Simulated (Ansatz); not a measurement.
Energy needed to pull apart CH2OS (SMILES C1OS1), singlet, into free ground-state atoms, from the structure below (displaced at random from its PBE0-D4/def2-TZVP minimum); no zero-point or spin–orbit terms; open-shell atoms are treated unrestricted, in their ground-state multiplicity.

```csv
atom,x (Å),y (Å),z (Å)
C1,0.0849,0.3062,-0.0591
O2,-1.0950,-0.3906,0.2541
S3,0.2585,-1.4048,0.3405
H4,0.2463,0.5604,-1.0744
H5,0.3876,0.9423,0.6203
```

Computed with Ansatz 0.2.0 (basis: def2-TZVPP); correlated methods freeze the cores.

```json
{"method": "PBE-D4", "atomization energy (kcal/mol)": "420.1"}
{"method": "r2SCAN-D4", "atomization energy (kcal/mol)": "402.9"}
{"method": "PBE0-D4", "atomization energy (kcal/mol)": "?"}
{"method": "wB97M-V", "atomization energy (kcal/mol)": "403.7"}
{"method": "HF", "atomization energy (kcal/mol)": "?"}
{"method": "MP2", "atomization energy (kcal/mol)": "399.9"}
{"method": "CCSD", "atomization energy (kcal/mol)": "374.0"}
{"method": "CCSD(T)", "atomization energy (kcal/mol)": "385.3"}
```

Task: What does PBE0-D4 give? (To be estimated.)

Result: The calculation gives: 402.7 kcal/mol, which is about 17.4 kcal/mol more than CCSD(T)/def2-TZVPP.

Task: What does HF give? (Judge from chemistry; the value comes from the calculation.)

Result: Computed: 242.9 kcal/mol, which is about 142.4 kcal/mol less than CCSD(T)/def2-TZVPP.

In triple zeta the MP2 and coupled-cluster atomization energies are still short of their basis limit by a few kcal/mol a bond, whereas those of the functionals are nearly converged, so these differences are not deviations from converged CCSD(T).

T1 diagnostic: at most 0.014.

For scale, one of the runs: CCSD(T)/def2-TZVPP forces, 132 basis functions (an equivalent command: `ansatz run in.yaml --threads 2`). Time: 40 s of wall clock on 2 CPU threads; the host was shared. Peak host memory: 1.1 GiB.
